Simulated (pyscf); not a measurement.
Optimised with ωB97X-D3(BJ)/def2-SVP in PySCF.

Problem. •HN–Si(Cl)(Cl)–Cl + ammonia (NH₃) -> H₂N–Si(Cl)(Cl)–Cl + amino radical (NH₂•)
Surface: doublet. Broken: H–N. Formed: H–N. Give ΔE‡ and ΔE from PBE0-D3(BJ)/def2-TZVP, relative to the separated reactants.

Solution. ΔE‡ = 0.1 kcal/mol, ΔE = -5.2 kcal/mol. ωB97M-D3(BJ)/def2-TZVP gives 4.7 kcal/mol and -5.4 kcal/mol. Zero-point energy shifts the barrier by -0.7 kcal/mol. It is a hydrogen abstraction, with an imaginary mode of 1647i cm⁻¹. On the product side the descent ends in a complex, 6.4 kcal/mol under the separated species and 16.5 kcal/mol under the saddle at ωB97X-D3(BJ)/def2-TZVP. This is the saddle that the search found; another between the same sides may lie lower. The angle at the transferred H is 149°.
